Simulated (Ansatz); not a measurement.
# AlNH4 (AlH2(NH2)): the energy, rung by rung

The species is AlNH4 (6 atoms), meant as a singlet with charge 0. As SMILES, `[H][Al]([H])[NH2]`. Geometry: a GFN2-xTB relaxation, a rough one for these elements and not checked as a minimum.

```xyz
6

Al    0.4112    0.7098    0.0041
H     1.9511    0.7541    0.0402
H    -0.3175    2.0686   -0.0206
N    -0.4778   -0.8270   -0.0067
H    -0.8038   -1.3379   -0.8198
H    -0.7632   -1.3675    0.8027
```

Each level gives the energy change with the N4–H6 bond stretched from 1.014 to 1.521 Å (eV). The values are calculated.

| level | kind | program | value (eV) | less FCI/STO-3G | CPU time (all runs) |
| --- | --- | --- | --- | --- | --- |
| SVWN5/STO-3G (restricted) | LDA | Ansatz | 2.58 | +0.11 | 1.2 s |
| PBE/STO-3G (restricted) | GGA | Ansatz | 2.45 | -0.02 | 1.8 s |
| revPBE/STO-3G (restricted) | GGA | Ansatz | 2.40 | -0.07 | 2 s |
| wB97X/STO-3G (restricted) | range-separated hybrid | Ansatz | 2.85 | +0.38 | 7.5 s |
| B2PLYP/STO-3G (restricted) | double hybrid | Ansatz | 2.74 | +0.27 | 2 s |
| CCSDT(Q)/STO-3G (restricted) | coupled cluster or CI | Ansatz | 2.47 | 0.00 | 0.81 s |
| CCSDTQ/STO-3G (restricted) | coupled cluster or CI | Ansatz | 2.47 | 0.00 | 7.3 s |
| FCI/STO-3G | exact in the basis | Ansatz | 2.47 | 0.00 | 8.8 s |

FCI/STO-3G is exact within its basis and frozen core, so for wave-function methods in that basis the difference is their error; functionals converge differently with the basis, so for them it is only a difference. The first shape isn't each level's own minimum. The values span 2.40 to 2.85 eV. All rows use very small basis sets, so even the best lies far from the true value. CPU times are rough (shared hosts, several kinds of processor): they show what a rung costs within a factor of a few.
